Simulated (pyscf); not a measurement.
H₂N–SiH₂• (SMILES N[SiH2]) + HF (SMILES F) -> F–SiH₂• (SMILES F[SiH2]) + NH₃ (SMILES N) (four-centre exchange; doublet surface; N–Si, F–H broken, F–Si, H–N formed). PySCF, gas phase, ωB97X-D3(BJ)/def2-SVP geometries. MP2 and CC: frozen core, UHF for open shells. ΔMP2 is the change of the MP2 total energy from the triple- to the quadruple-zeta basis. Energies in eV from the separated reactants.

| level | barrier | reaction energy |
|---|---|---|
| ωB97X-D3(BJ)/def2-TZVP | 0.21 | -0.72 |
| ωB97M-D3(BJ)/def2-TZVP | 0.19 | -0.76 |
| HF/def2-TZVP | 0.85 | -0.90 |
| MP2/def2-QZVPP | 0.31 | -0.72 |
| CCSD/def2-TZVPP | 0.43 | -0.74 |
| CCSD(T)/def2-TZVPP | 0.34 | -0.72 |
| CCSD(T)/def2-TZVPP + ΔMP2(QZVPP) | 0.36 | -0.72 |

On the reactant side the descent ends in a complex, 0.31 eV under the separated species and 0.52 eV under the saddle at ωB97X-D3(BJ)/def2-TZVP. On the product side the descent ends in a complex (not fully relaxed), 0.19 eV under the separated species and 1.12 eV under the saddle at ωB97X-D3(BJ)/def2-TZVP. One saddle was located; it need not be the lowest between these sides. The CCSD(T) − MP2 part came from Ansatz, without density fitting, on the same reference.
